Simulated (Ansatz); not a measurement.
These are frozen-core CCSD(T)/def2-TZVPP // BP86-D3(BJ)/def2-SVP in Ansatz (a first-principles code) values and carry that method's errors.

Ansatz 0.2 input:
```yaml
crystal:
  periodic: [false, false, false]
  atoms:
    - { symbol: O, position_ang: [0.001514, 0.408468, -0.000001] }
    - { symbol: H, position_ang: [0.758252, -0.207558, -0.000002] }
    - { symbol: H, position_ang: [-0.759836, -0.201847, 0.000003] }
basis:
  gaussian: { orbitals: def2-TZVPP }
correlation:
  method: ccsd_t
```

Output:

```
Functional definition: HF
361 factors; integrals over basis functions are off by at most 7.5e-4 eV
mean field evaluation 1: about -2067.9278 eV, gradient 3.2e1 eV
mean field evaluation 2: about -2067.9274 eV, gradient 3.2e1 eV
mean field evaluation 4: about -2069.7004 eV, gradient 1.4e0 eV
mean field evaluation 8: about -2069.7081 eV, gradient 3.5e-5 eV
mean field evaluation 16: about -2069.7075 eV, gradient 3.5e-1 eV
mean field -2069.70809332 eV, -76.0603695311 hartree, gradient 3.9e-6 eV, S^2 0.000000; 0 other end points of the search recorded, 0 dependent functions left out
1 core orbitals not correlated
reference -2069.70809332 eV, -76.0603695311 hartree; 4, 4 occupied and 54, 54 virtual orbitals, 361 factors
second order -7.14593410 eV of doubles, -0.00000000 eV of singles
cycle   1  -7.14072041 eV  change    5.2e-3 eV  update   4.2e-2
cycle   2  -7.27729197 eV  change   -1.4e-1 eV  update   1.1e-2
cycle   3  -7.30287952 eV  change   -2.6e-2 eV  update   4.5e-3
cycle   4  -7.30144140 eV  change    1.4e-3 eV  update   8.5e-4
cycle   5  -7.30187324 eV  change   -4.3e-4 eV  update   3.1e-4
cycle   6  -7.30194636 eV  change   -7.3e-5 eV  update   8.3e-5
cycle   7  -7.30194368 eV  change    2.7e-6 eV  update   2.8e-5
cycle   8  -7.30193934 eV  change    4.3e-6 eV  update   7.7e-6
perturbative correction -0.21216127 eV, -0.0077967828 hartree
Total energy: -2077.22219393 eV, -76.3365076353 hartree
```

Cost: about 1.7 core-seconds (a rough figure).
